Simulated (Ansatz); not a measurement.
`N=CO` and `N=CS` differ in one element.

Ansatz, PBE0-D4/def2-TZVP geometries, multiplicity 1. Each molecule was computed in one conformer, which needn't be the lowest.

```
                               property  `N=CO`
     LUMO energy (PBE0/def2-TZVPP) / eV    0.45
  LUMO energy (ωB97M-V/def2-TZVPP) / eV    2.74
HOMO–LUMO gap (ωB97M-V/def2-TZVPP) / eV   13.27
    HOMO energy (B3LYP/def2-TZVPP) / eV   -7.96
  HOMO energy (ωB97M-V/def2-TZVPP) / eV  -10.53
     HOMO energy (PBE0/def2-TZVPP) / eV   -8.20
```

(1) Give the same properties after the change, and the shifts. (An estimate is asked.)

Results:

(1) Ansatz gave: 
| property | `N=CS` | shift |
| --- | --- | --- |
| LUMO energy (PBE0/def2-TZVPP) / eV | -0.40 | -0.85 |
| LUMO energy (ωB97M-V/def2-TZVPP) / eV | 1.85 | -0.89 |
| HOMO–LUMO gap (ωB97M-V/def2-TZVPP) / eV | 11.35 | -1.92 |
| HOMO energy (B3LYP/def2-TZVPP) / eV | -7.14 | 0.82 |
| HOMO energy (ωB97M-V/def2-TZVPP) / eV | -9.50 | 1.03 |
| HOMO energy (PBE0/def2-TZVPP) / eV | -7.37 | 0.83 |

With PBE0 the HOMO rises by 0.83 eV and the LUMO falls by 0.85 eV, so the gap narrows by about 1.68 eV. PBE moves the HOMO by 0.47 eV and ωB97M-V by 1.03 eV.

B3LYP here is the variant with VWN-RPA as its local correlation; programs differ in this.
